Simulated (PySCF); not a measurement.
## Ionisation energy of H by level of theory

H 1s1 (2S) → H⁺ (bare nucleus), as a difference of total energies. All numbers are calculated (PySCF 2.14, no relativity, point nucleus, in aug-cc-pVDZ (3s2p, 9 functions)). The calculations carry no spin-orbit coupling.

```json
{"method": "UHF", "ionisation energy (eV)": "13.588"}
{"method": "LDA", "ionisation energy (eV)": "13.007"}
{"method": "PBE", "ionisation energy (eV)": "13.585"}
{"method": "PBE0", "ionisation energy (eV)": "13.623"}
{"method": "r2SCAN", "ionisation energy (eV)": "13.591"}
{"method": "BLYP", "ionisation energy (eV)": "13.524"}
{"method": "r2SCAN0", "ionisation energy (eV)": "13.590"}
{"method": "B3LYP", "ionisation energy (eV)": "13.651"}
{"method": "ROHF", "ionisation energy (eV)": "13.588"}
```

For comparison: 13.598 eV (theoretical estimate listed by NIST; NIST Atomic Spectra Database, ionization energies).
